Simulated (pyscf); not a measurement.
Thermochemistry of product channels of `[Cl][Ge]([Cl])([Cl])[Cl]` + `[H]` [doublet] on the doublet surface, in kcal/mol, from ωB97M-D3(BJ)/def2-TZVP energies (ideal gas, 1 atm, RRHO with modes under 100 cm⁻¹ raised to 100, one conformer, R ln 2 for chiral ones without a mode under 150 cm⁻¹). PySCF, gas phase, ωB97X-D3(BJ)/def2-SVP geometries.

```json
[
 {"products": "`[ClH]` + `[Cl][Ge][Cl]` [singlet] + `[Cl]` [doublet]", "ΔE": "+32.7", "ΔH(298 K)": "+34.9", "ΔG(900 K)": "-1.9", "ΔG(1200 K)": "-13.2"},
 {"products": "`[Cl][Cl]` + `[Cl][GeH][Cl]` [doublet]", "ΔE": "+43.6", "ΔH(298 K)": "+45.9", "ΔG(900 K)": "+32.4", "ΔG(1200 K)": "+28.8"},
 {"products": "`[ClH]` + `[Cl][Ge]([Cl])[Cl]` [doublet]", "ΔE": "-15.2", "ΔH(298 K)": "-12.4", "ΔG(900 K)": "-23.9", "ΔG(1200 K)": "-26.9"}
]
```

The channel to HCl + Cl–Ge:–Cl [singlet] + Cl• turns favourable between 298 and 1200 K (ΔG from +22.2 kcal/mol to -13.2 kcal/mol).

These are energies of the channels, which say nothing of barriers. Left out: orbital degeneracy and the spin-orbit lowering of Cl. Elements up to Kr have no core potential and no relativistic terms here.
